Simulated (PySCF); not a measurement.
Reaction (SMILES): C#N (CH-N) + H+ → C#[NH+]
B3LYP-D3(BJ)/def2-TZVP geometries, fixed; electronic energies without zero-point terms; positive where energy is released.
Largest species:
```xyz
4

C      0.0000     0.0000    -0.5980
N      0.0000     0.0000     0.5315
H      0.0000     0.0000    -1.6793
H      0.0000     0.0000     1.5473
```
Charge +1, spin multiplicity 1.

Effect of the grid level at r2SCAN/def2-TZVP with PySCF, against the last row, where the proton affinity is 176.03 kcal/mol. The proton sits at the site shown, which need not be the one that binds it best.

```
setting         grid points, largest species  largest shift of a total energy (mEh)  shift of the proton affinity (kcal/mol)
--------------  ----------------------------  -------------------------------------  ---------------------------------------
grids.level: 0                          3392                                 21.287                                    1.246
grids.level: 1                         15248                                  0.556                                    0.018
grids.level: 2                         32944                                 -0.086                                    0.000
grids.level: 3                         47640                                  0.003                                   -0.001
grids.level: 4                         87904                                  0.010                                    0.001
grids.level: 5                        132176                                  0.001                                    0.001
grids.level: 7                        271744                                  0.000                                    0.000
```

Within 0.02 kcal/mol in the proton affinity: grids.level: 1; grids.level: 2; grids.level: 3; grids.level: 4; grids.level: 5. The largest shift is 21.287 mEh in a total energy and 1.246 kcal/mol in the difference.
